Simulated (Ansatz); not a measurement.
Input file for C2H6Al, SMILES `[CH2][AlH][CH3]` radical:

```yaml
crystal:
  periodic: [false, false, false]
  atoms:
    - {symbol: C, position_ang: [-1.001679, 0.881789, -1.329499]}
    - {symbol: Al, position_ang: [0.228879, 0.664977, 0.139626]}
    - {symbol: C, position_ang: [0.616175, -1.098766, 0.880148]}
    - {symbol: H, position_ang: [-1.528114, 0.061229, -1.816417]}
    - {symbol: H, position_ang: [-1.257331, 1.842287, -1.775490]}
    - {symbol: H, position_ang: [0.918871, 1.966747, 0.740132]}
    - {symbol: H, position_ang: [0.137449, -1.910431, 0.327013]}
    - {symbol: H, position_ang: [1.694047, -1.291289, 0.896196]}
    - {symbol: H, position_ang: [0.280103, -1.162741, 1.921092]}
basis:
  gaussian: {orbitals: def2-SVP}
magnetization: {spin_polarized: true, initial_magnetization: 1}
correlation: {method: ccsd_t}
scf: {omitted_lower_state_checks: [cluster_reference]}
```

```sh
$ ansatz run in.yaml --threads 2 --pin off --events-out ev --progress --plain
```

The program prints (abridged):

```
Functional definition: HF
765 factors; integrals over basis functions are off by at most 1.2e-3 eV
mean field evaluation 1: about -8732.0396 eV, gradient 1.9e1 eV
mean field evaluation 2: about -8732.0427 eV, gradient 1.9e1 eV
mean field evaluation 4: about -8734.0753 eV, gradient 1.7e0 eV
mean field evaluation 8: about -8734.1021 eV, gradient 1.2e-3 eV
mean field -8734.10207716 eV, -320.9723311486 hartree, gradient 1.9e-6 eV, S^2 0.757768; 0 other end points of the search recorded, 0 dependent functions left out
7 core orbitals not correlated: weight in the atoms' cores, before any rotation towards them, 1.000 or more for the frozen orbitals, at most 0.000 for the correlated occupied ones
reference -8734.10207716 eV, -320.9723311486 hartree; 9, 8 occupied and 60, 61 virtual orbitals, 765 factors
second order -8.87945307 eV of doubles, -0.00000000 eV of singles
cycle   1  -9.81024565 eV  change   -9.3e-1 eV  update   6.6e-2
cycle   2  -10.12751019 eV  change   -3.2e-1 eV  update   2.2e-2
cycle   3  -10.15762286 eV  change   -3.0e-2 eV  update   7.4e-3
cycle   4  -10.15673896 eV  change    8.8e-4 eV  update   2.9e-3
cycle   5  -10.15632085 eV  change    4.2e-4 eV  update   1.0e-3
cycle   6  -10.15638191 eV  change   -6.1e-5 eV  update   3.6e-4
cycle   7  -10.15642951 eV  change   -4.8e-5 eV  update   1.1e-4
cycle   8  -10.15644021 eV  change   -1.1e-5 eV  update   3.4e-5
cycle   9  -10.15643711 eV  change    3.1e-6 eV  update   1.2e-5
perturbative correction -0.25006330 eV, -0.0091896567 hartree
Total energy: -8744.50857757 eV, -321.3547629849 hartree
Checks for a lower state left out: cluster_reference
```

It took 3.7 s on 2 threads of a server CPU on a shared host, with 0.37 GiB of host memory at the peak.

The correlation energy is -10.407 eV, 2.4 % of it from (T); the T1 diagnostic reads 0.0100.
